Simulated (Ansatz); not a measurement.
Antifluorite Mg₂Sn

The numbers are results of revPBE in Ansatz (PAW), not measurements.

Settings: plane-wave cutoff 520 eV, 20×20×20 k mesh, Fermi–Dirac smearing 0.05 eV, scalar-relativistic PAW data made under PBE.

Cell: relaxed at this level.

| Property | Value |
|---|---|
| elastic constant C11 | 68.3 GPa |
| elastic constant C12 | 23.7 GPa |
| elastic constant C44 | 30.1 GPa |
| Voigt–Reuss–Hill bulk modulus | 38.6 GPa |
| polycrystal shear modulus (Hill average) | 26.7 GPa |

Note: the solid has no gap at this level, which affects its response.

Elastic constants are with the ions relaxed.

Spin–orbit coupling is not included.

Computed values are for the static lattice.

Cost on a shared machine: very roughly 28 core-minutes.

Ansatz is a quantum-chemistry and plane-wave program.
